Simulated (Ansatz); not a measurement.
# Equilibrium volume per atom of As (model structure, started from the lonsdaleite type, P6₃/mmc, No. 194, 4 atoms in the cell) at several levels of theory

No measured value is used here.

```
level (code)         value (Å³/atom)
-------------------  ---------------
PBE (Ansatz)                   26.95
PBEsol (Ansatz)                    …
PBE-D3(BJ) (Ansatz)            25.55
```

What belongs in the gaps?


- PBEsol (Ansatz, a quantum-chemistry and plane-wave program), value (Å³/atom): 25.31

Ansatz's density-functional and Hartree–Fock values are scalar-relativistic unless marked +SOC, with PAW data made under PBE.

A model structure was made by putting elements into a prototype or built by hand; it is no filed structure, need not be a known phase, and can be a saddle point held by its symmetry.
